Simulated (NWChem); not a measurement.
# silicon monoxide (SiO, singlet); SMILES O=[Si]

Program: NWChem. Low-valent species are run as closed-shell singlets; no triplet was tried in these runs. Each level has its own optimisation; frequencies are unscaled.

| level | basis functions | r O–Si (Å) | highest harmonic frequency (cm⁻¹) | zero-point energy (kcal/mol) | dipole (D) |
|---|---|---|---|---|---|
| Hartree-Fock/3-21G | 22 | 1.536 | 1350 | 1.9 | 2.97 |
| Hartree-Fock/pcseg-1 | 32 | 1.492 | 1387 | 2.0 | 3.52 |
| Hartree-Fock/aug-pcseg-1 | 50 | 1.498 | 1360 | 1.9 | 3.60 |
| Hartree-Fock/pcseg-2 | 64 | 1.478 | 1411 | 2.0 | 3.59 |
| Hartree-Fock/def2-TZVPP | 73 | 1.479 | 1403 | 2.0 | 3.51 |
